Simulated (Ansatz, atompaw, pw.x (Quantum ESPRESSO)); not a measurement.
**From atom to crystal: PAW (atompaw) potential for H**

H (Z = 1), PAW, made with atompaw 4.2.0.5 (PBEsol, scalar-relativistic). Core none, reference 1s1. Waves: 1s (bound): rc 1.55 bohr; 1s channel at 0.2 Ry: rc 1.55 bohr; 2p channel at 0.05 Ry: rc 1.55 bohr. Local part: bessel scheme, radius 1.05 bohr. Core correction: none. Augmentation charge: sinc compensation charge, radius 1.45 bohr; PAW radius 1.55 bohr; waves and projectors: custom polynom2 7 10 vanderbiltortho.

Atomic tests: cutoffs needed: 10 Ry and 15 Ry (the cutoffs (Ry, on a coarse ladder) from which the occupation-weighted sum of valence levels, in a spherical-Bessel basis at the reference potential, stays within 10 and 1 mRy of its value at 400 Ry); ghost test: no extra level below or beside the all-electron valence levels (s, p, d, f tested) (spherical-Bessel basis up to 400 Ry, 20 bohr box); lowest eigenvalue of the overlap operator: 0.97 (s channel).

Crystal test: fcc H in pw.x 7.5, no spin, 18³ k-points, Fermi–Dirac smearing 0.01 Ry, cutoffs 40/400 Ry. The reference is all-electron LAPW (Ansatz 0.2.0) with the same functional, mesh and smearing; V0 and B0 come from Birch–Murnaghan fits to the pressures at five volumes. Errors are pseudo minus all-electron; Δ is the rms difference of the E(V) curves that follow from these fits, minima aligned, over ±6 % about the mean V0. Mesh and smearing are coarse, so the numbers serve the comparison and aren't converged zero-temperature values; the lattice is a test structure that the element need not adopt.

All-electron: a0 = 2.267 Å (V0 = 2.91 Å³/atom), B0 = 114.1 GPa.

Question: How far does the potential miss the all-electron equation of state?

Answer: mean pressure error (GPa): -0.02; a0 (Å): 2.267; a0 error (%): -0.01; B0 error (%): +0.1; Δ (meV/atom): 0.0.

| V (Å³/atom) | P all-electron (GPa) | P pseudo (GPa) |
| --- | --- | --- |
| 2.771 | 6.23 | 6.21 |
| 2.844 | 2.90 | 2.87 |
| 2.917 | -0.10 | -0.13 |
| 2.990 | -2.80 | -2.83 |
| 3.063 | -5.23 | -5.26 |

Question: At the middle volume, how do free energy and pressure move when the wave cutoff is lowered (ecutrho held at 400 Ry)?

Answer:

```json
{"cutoff (Ry)": "18", "shift of F (meV/atom)": "+2.2", "shift of P (GPa)": "-0.65"}
{"cutoff (Ry)": "24", "shift of F (meV/atom)": "+0.2", "shift of P (GPa)": "-0.05"}
{"cutoff (Ry)": "32", "shift of F (meV/atom)": "+0.0", "shift of P (GPa)": "+0.00"}
```

Input at the middle volume:

```
&control
  calculation='scf', prefix='x', pseudo_dir='./', outdir='./tmp', tstress=.true., disk_io='none'
/
&system
  ibrav=0, nat=1, ntyp=1, ecutwfc=40, ecutrho=400, nbnd=7,
  occupations='smearing', smearing='fd', degauss=0.01
/
&electrons
  conv_thr=1e-09, mixing_beta=0.4, electron_maxstep=70
/
ATOMIC_SPECIES
H 1.0 H.UPF
CELL_PARAMETERS angstrom
  0.00000000 1.13405855 1.13405855
  1.13405855 0.00000000 1.13405855
  1.13405855 1.13405855 0.00000000
ATOMIC_POSITIONS crystal
H 0.0000 0.0000 0.0000
K_POINTS automatic
18 18 18 0 0 0
```

```bash
pw.x < H.scf.in > H.scf.out
```

Lines of the output:

```
Message from routine setup:
     using ibrav=0 with symmetry is DISCOURAGED, use correct ibrav instead
     lattice parameter (alat)  =       3.0307  a.u.
     unit-cell volume          =      19.6849 (a.u.)^3
     number of electrons       =         1.00
     number of Kohn-Sham states=            7
     kinetic-energy cutoff     =      40.0000  Ry
     charge density cutoff     =     400.0000  Ry
     scf convergence threshold =      1.0E-09
     Exchange-correlation= SLA PW PSX PSC
     number of k points=   195  Fermi-Dirac smearing, width (Ry)=  0.0100
     iteration #  1     ecut=    40.00 Ry     beta= 0.40
     total energy              =      -1.07183851 Ry
     estimated scf accuracy    <       0.00000734 Ry
     iteration #  2     ecut=    40.00 Ry     beta= 0.40
     total energy              =      -1.07171375 Ry
     estimated scf accuracy    <       0.00000241 Ry
     iteration #  3     ecut=    40.00 Ry     beta= 0.40
     total energy              =      -1.07171446 Ry
     estimated scf accuracy    <       0.00000005 Ry
     iteration #  4     ecut=    40.00 Ry     beta= 0.40
     total energy              =      -1.07171432 Ry
     estimated scf accuracy    <       0.00000011 Ry
     iteration #  5     ecut=    40.00 Ry     beta= 0.40
     the Fermi energy is     4.0759 ev
!    total energy              =      -1.07171433 Ry
     estimated scf accuracy    <          3.9E-11 Ry
     smearing contrib. (-TS)   =      -0.00044599 Ry
     convergence has been achieved in   5 iterations
          total   stress  (Ry/bohr**3)                   (kbar)     P=       -1.29
     Message from routine punch:
     Nothing written, as per user request (disk_io='none')
```

The run at the middle volume (195 k-points, 5 iterations) took about 1.8 s on one core of a shared host (Intel(R) Xeon(R) 6975P-C, 192 threads, 378 GiB, load 85).
